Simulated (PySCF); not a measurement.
# Aluminium: a sound run and one with changed settings

Sound run: Al [Ne] 3s2 3p1, Al⁺ [Ne] 3s2. Computed with PySCF 2.14 in x2c-TZVPall (5s5p2d1f, 37 functions), with the spin-free X2C one-electron Hamiltonian (Gaussian nucleus). In the sound run the correlated levels freeze [Ne]. The sound run starts from symmetry-adapted Hartree-Fock orbitals and uses a fine grid where one is needed.

Changed run: initial guess 1e, at most 50 SCF cycles.

| species | method | sound run (hartree) | changed run (hartree) | converged |
| --- | --- | --- | --- | --- |
| Al | UHF | -242.31006 | -242.31006 | yes |
| Al | LDA | -241.74411 | -241.74411 | yes |
| Al | CCSD(T) | -242.36145 | -242.36145 | yes |
| Al⁺ | MN15 | -242.56554 | -242.56554 | yes |
| Al⁺ | MP2 | -242.13187 | -242.13187 | yes |

Here the plain start reaches the same solutions.
